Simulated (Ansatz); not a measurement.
Ansatz results at the PBE0-D4/def2-TZVP geometry: HOMO energy (PBE0/def2-TZVPP) -7.89 eV; LUMO energy (PBE/def2-TZVPP) 0.22 eV; HOMO energy (PBE/def2-TZVPP) -6.17 eV.

Q: Which molecule gave them?
A. `CCC`
B. `C[Si](C)(C)C`
C. H₂S
D. CH₃OH

A: D. The others give `C[Si](C)(C)C`: -8.31, 0.13, -6.99; `CCC`: -9.11, 0.53, -7.70; H₂S: -7.49, -0.42, -6.20.
